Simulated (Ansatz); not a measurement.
**Relative stability**

Two relaxed structures of C₂H₃S (charge +1), singlet (PBE0-D4/def2-TZVP; forces vanish, vibrations not checked).

A:

```tsv
atom	x (Å)	y (Å)	z (Å)
C1	-0.4771	-0.0423	-0.4451
C2	0.4658	0.0427	0.6463
S3	1.2783	-0.7033	-0.5109
H4	-1.2558	-0.8005	-0.4158
H5	-0.6626	0.8381	-1.0554
H6	0.6015	0.3913	1.6654
```

B:

```tsv
atom	x (Å)	y (Å)	z (Å)
C1	-0.6500	0.0181	-0.8227
C2	0.1505	-0.2079	0.1516
S3	1.1353	-0.6471	1.3195
H4	-1.7305	0.0140	-0.6684
H5	-0.2656	0.2330	-1.8213
H6	1.3603	0.5900	1.8413
```

Computed with Ansatz 0.2.0 (basis: def2-TZVPP); correlated methods freeze the cores. B3LYP uses VWN-RPA correlation.

(1) Which structure is lower at CCSD(T), and by how much? (An estimate is asked for; the value comes from the calculation.)

(2) Do the other methods give the same order? (Judge from chemistry; the calculation decides.)

The T1 diagnostic stays at or below 0.022. The restricted Hartree–Fock reference is unstable towards an unrestricted one at one or more of these structures.

Results:

(1) Computed: B, by 0.50 kcal/mol (electronic energy, against the other); a gap this small isn't resolved in one triple-zeta basis. By their contacts, A is C₂H₃S ([CH]1[CH2][S]1), total charge +1 and B is C₂H₃S ([CH2][C][SH]), total charge +1.

(2) The calculation gives: Not all: MP2 gives the other order.

```tsv
method	E(B) − E(A) (kcal/mol)
PBE-D4	-2.43
r2SCAN-D4	-3.16
PBE0-D4	-1.33
B3LYP-D4	-5.60
wB97M-V	-2.61
HF	-7.20
MP2	3.17
CCSD	-1.70
CCSD(T)	-0.50
```

Labels in which every atom is bracketed show which atoms are joined, not bond orders.

For scale, one of the runs: CCSD(T)/def2-TZVPP, 146 basis functions, launched by `ansatz run in.yaml --threads 2 --pin off --events-out ev --progress --plain --max-ram 4352MiB`. Time: 8 s of wall clock on 2 CPU threads of an Intel Xeon; the host was shared. Peak host memory: 1 GiB.
